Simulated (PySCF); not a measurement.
Identify the unknown among the candidates.

All candidates are C4H12N2.

* Rotational structure: rotational constants A, B, C: 6.354, 1.934, 1.615 GHz [PBE0-D3(BJ)/def2-SVP]
* Polarisability: 71.4 au [B3LYP/def2-SVPD]
* Dipole: 1.35 D [B3LYP/def2-SVPD]
* Triplet: lowest triplet excitation (Tamm–Dancoff): 5.14 eV [TDA B3LYP/def2-SVPD]
* UV, first state: lowest singlet excitation: 5.28 eV (235 nm, f = 0.012) [TDDFT B3LYP/def2-SVPD]
* Valence photoelectron: vertical ionisation energy: 7.83 eV [ΔSCF B3LYP/def2-SVPD]
* 13C NMR: chemical shifts (computed TMS as zero) by class: 58.7 (2 C), 39.2 (2 C) ppm [GIAO CAM-B3LYP/pcSseg-1]
* UV, strongest line: among the 10 lowest singlet transitions: S5 at 6.11 eV (203 nm, f = 0.036) [TDDFT B3LYP/def2-SVPD]

The electronic properties come from PySCF, for the isolated species, density fitting. Levels stand in brackets. One conformer (not necessarily the lowest) at the PBE0-D3(BJ)/def2-SVP geometry, without solvent, vibrations or thermal averaging. Each NMR value is the plain mean over a class of atoms that symmetry, rotation or inversion makes alike.

Problem. Which candidate is it?
A. `CN[C@@H](C)CN`
B. `CCCCNN`
C. `CNCCNC`

Solution. C. It is `CNCCNC`. Numbering: `[CH3:1][NH:2][CH2:3][CH2:4][NH:5][CH3:6]`. Its formula, C4H12N2, gives 0 degrees of unsaturation, so no ring and no π bond. 4 carbons fall into 2 classes; from least to most shielded: sp3 carbon bound to nitrogen [C3/C4] (58.7 ppm, 2 C, up to 9.0 ppm apart in this geometry), N-methyl carbon [C1/C6] (39.2 ppm, 2 C). The first electron is taken from the HOMO, whose largest Löwdin shares are 0.42 on a secondary amine nitrogen, 0.14 on a secondary amine nitrogen, 0.10 on an N-methyl carbon and 0.07 on an sp3 carbon bound to nitrogen. The optimised geometry has point group C1 and is an asymmetric top.

The others, at the same levels:
- `CCCCNN` fails: its computed lowest singlet excitation is 5.55 eV (224 nm, f = 0.009) (against 5.28 eV), vertical ionisation energy is 8.75 eV (against 7.83 eV) and lowest triplet excitation (Tamm–Dancoff) is 5.38 eV (against 5.14 eV).
- `CN[C@@H](C)CN` fails: it has 4 carbon classes against 2; its computed 13C shifts are 57.5 (1 C), 53.0 (1 C), 35.3 (1 C), 17.2 (1 C) ppm, lowest singlet excitation is 5.62 eV (220 nm, f = 0.001) (against 5.28 eV) and vertical ionisation energy is 8.27 eV (against 7.83 eV).

Each candidate is one conformer, not necessarily the lowest. Dipoles, sizes and rotational constants follow the conformer. The torsions of the flexible species, by atom-mapped SMILES:
- `[CH3:1][NH:2][CH2:3][CH2:4][NH:5][CH3:6]`: C1–N2–C3–C4 179°, N2–C3–C4–N5 66°, C3–C4–N5–C6 -74°
- `[CH3:1][CH2:2][CH2:3][CH2:4][NH:5][NH2:6]`: C1–C2–C3–C4 -179°, C2–C3–C4–N5 -60°, C3–C4–N5–N6 -60°, H–N6–N5–C4 90°, H–N6–N5–C4 -150°
- `[CH3:1][NH:2][C@@H:3]([CH3:4])[CH2:5][NH2:6]`: C1–N2–C3–C4 73°, N2–C3–C5–N6 60°, H–N6–C5–C3 -50°, H–N6–C5–C3 -167°
